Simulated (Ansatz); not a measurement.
# CH₅AlS: basis-set convergence

One table from this session's results is given with a row withheld; the runs are named, their logs left out.

Method: one geometry, several basis sets; program: Ansatz 0.2.0, Gaussian basis.

Levels to be run: PBE0-D4/def2-SVP; ωB97M-V/def2-SVP; PBE0-D4/def2-QZVPP; ωB97M-V/def2-QZVPP; CCSD(T)/cc-pV(D+d)Z; CCSD(T)/cc-pV(T+d)Z; CCSD(T)/cc-pV(Q+d)Z; the functionals' def2-TZVPP values are taken from earlier runs.

### The relaxed structure

All runs share one geometry, relaxed beforehand with PBE0-D4 in a triple-zeta def2 set.

SMILES `C[S][AlH2]`, 8 atoms, charge 0, spin multiplicity 1.

Atoms are counted from 1 here; the program's logs count them from 0.

Bond lengths: C1–S2 1.822 Å, C1–H4 1.089 Å, C1–H5 1.090 Å, C1–H6 1.089 Å, S2–Al3 2.168 Å, Al3–H7 1.585 Å, Al3–H8 1.580 Å. Angles: S2–C1–H4 108.7°, S2–C1–H5 111.6°, S2–C1–H6 108.7°, H4–C1–H5 109.2°, H4–C1–H6 109.2°, H5–C1–H6 109.2°, C1–S2–Al3 102.5°, S2–Al3–H7 117.5°, S2–Al3–H8 117.5°, H7–Al3–H8 125.0°.

Set-up of the first run:

in.yaml reads:

```yaml
crystal:
  periodic: [false, false, false]
  atoms:
    - {symbol: C, position_ang: [-0.724634, 1.053189, -0.503650]}
    - {symbol: S, position_ang: [-1.089928, -0.442753, 0.469784]}
    - {symbol: Al, position_ang: [0.859662, -1.372357, 0.651806]}
    - {symbol: H, position_ang: [-1.303674, 1.020891, -1.425607]}
    - {symbol: H, position_ang: [0.334936, 1.125287, -0.747467]}
    - {symbol: H, position_ang: [-1.020059, 1.927610, 0.074721]}
    - {symbol: H, position_ang: [2.088308, -0.637264, -0.027599]}
    - {symbol: H, position_ang: [0.947589, -2.731804, 1.452212]}
basis:
  gaussian: {orbitals: def2-SVP}
hamiltonian: {xc: pbe0, dispersion: d4}
output: {orbitals: {seedname: orbitals}}
```

Run with:

```console
$ ansatz run in.yaml --threads 2 --pin off --events-out ev --progress --plain --max-ram 22528MiB --backend cpu
```

Among the steps run: PBE0-D4 in def2-SVP; ωB97M-V in def2-SVP; PBE0-D4 in def2-QZVPP; ωB97M-V in def2-QZVPP.

One table of the session follows, with a row left open; its other results are not shown here.

| functional | basis | HOMO (eV) |
| --- | --- | --- |
| PBE0-D4 | def2-SVP | -7.17 |
| PBE0-D4 | def2-TZVPP | -7.22 |
| PBE0-D4 | def2-QZVPP | -7.23 |
| ωB97M-V | def2-SVP | -9.27 |
| ωB97M-V | def2-TZVPP | -9.38 |
| ωB97M-V | def2-QZVPP | ? |

Estimate the missing values for ωB97M-V, def2-QZVPP.

The run gave: HOMO (eV): -9.40. In the column «HOMO (eV)» it is the lowest.
